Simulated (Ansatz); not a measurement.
Forces on a displaced structure

MgAlH$_{2}$F (SMILES [F][AlH][MgH]), singlet, displaced at random from a GFN2-xTB minimum.

| atom | x (Å) | y (Å) | z (Å) |
| --- | --- | --- | --- |
| F1 | -1.7212 | -1.7950 | 0.5778 |
| Al2 | -0.8936 | -0.6855 | 0.0651 |
| Mg3 | 1.7209 | 0.3401 | 0.2524 |
| H4 | -1.7143 | 0.3001 | -0.9430 |
| H5 | 2.7524 | 1.7793 | -0.1031 |

Program: Ansatz 0.2.0. Basis: def2-TZVPP. Cores are frozen in the correlated methods. The outer core shell of Li, Na, Mg and K is correlated. The def2 sets are not built for correlating such inner shells, so the correlated values are less sure here.

CCSD(T) forces from the calculation:
```csv
atom,Fx,Fy,Fz (eV/Å)
F1,-4.661,-6.587,3.144
Al2,4.968,6.943,-3.371
Mg3,-0.136,0.558,-0.188
H4,0.076,-0.205,0.195
H5,-0.248,-0.708,0.220
```

Root-mean-square difference of the force components from those of CCSD(T): PBE0-D4 0.124; wB97M-V 0.033; r2SCAN-D4 0.093; PBE-D4 0.114; SPW92 0.223; LC-wPBE 0.034 eV/Å.

No T1 diagnostic of these runs exceeds 0.011. These are differences at one structure, and CCSD(T) in triple zeta is itself an approximation.

For scale, one of the runs: CCSD(T)/def2-TZVPP forces, 133 basis functions (an equivalent command: `ansatz run in.yaml --threads 4`). The run took 39 s on 4 CPU threads (shared host), with 1.3 GiB of host memory at its peak.
